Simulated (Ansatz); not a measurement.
Relaxation of AlClH5N (8 atoms, charge 0, multiplicity 1), to a largest force component of 0.03 eV/Å in at most 50 steps.

Level of theory: RKS BHLYP-D4/def2-SVP in Ansatz 0.2.0.

```xyz
8
Properties=species:S:1:pos:R:3
Al -0.066 0.502 -0.531
N -0.028 0.102 2.531
H -0.762 -0.343 3.060
H 0.854 -0.011 3.006
H 1.386 -0.013 -0.796
H -1.410 -0.222 -0.860
Cl -0.238 2.537 0.281
H -0.223 1.108 2.424
```

Q: Where does it end, and by what steps?

A: The forces met the threshold. After 8 steps the energy has fallen by 1.071 eV; H3 moved furthest, 0.63 Å. Joined: Al1–N2 (3.09 → 2.05 Å).

```json
{"step": "0", "energy less start (eV)": "0.0000", "largest force component (eV/Å)": "1.299", "accepted": "yes"}
{"step": "1", "energy less start (eV)": "-0.2925", "largest force component (eV/Å)": "0.876", "accepted": "yes"}
{"step": "2", "energy less start (eV)": "-0.5682", "largest force component (eV/Å)": "0.634", "accepted": "yes"}
{"step": "3", "energy less start (eV)": "-0.8553", "largest force component (eV/Å)": "0.760", "accepted": "yes"}
{"step": "4", "energy less start (eV)": "-1.0265", "largest force component (eV/Å)": "1.157", "accepted": "yes"}
{"step": "5", "energy less start (eV)": "-1.0598", "largest force component (eV/Å)": "0.307", "accepted": "yes"}
{"step": "6", "energy less start (eV)": "-1.0570", "largest force component (eV/Å)": "0.187", "accepted": "no"}
{"step": "7", "energy less start (eV)": "-1.0708", "largest force component (eV/Å)": "0.039", "accepted": "yes"}
{"step": "8", "energy less start (eV)": "-1.0710", "largest force component (eV/Å)": "0.008", "accepted": "yes"}
```

```xyz
8
Properties=species:S:1:pos:R:3
Al -0.059 0.495 0.081
N -0.047 0.227 2.118
H -0.750 -0.428 2.438
H 0.854 -0.085 2.463
H 1.366 -0.053 -0.325
H -1.376 -0.271 -0.336
Cl -0.231 2.644 0.136
H -0.244 1.131 2.539
```

Whether the end is a true minimum wasn't checked by a vibrational analysis.

Run time: 26 s on 1 thread of Arm Neoverse V2, on a shared host, peak memory 0.16 GiB.
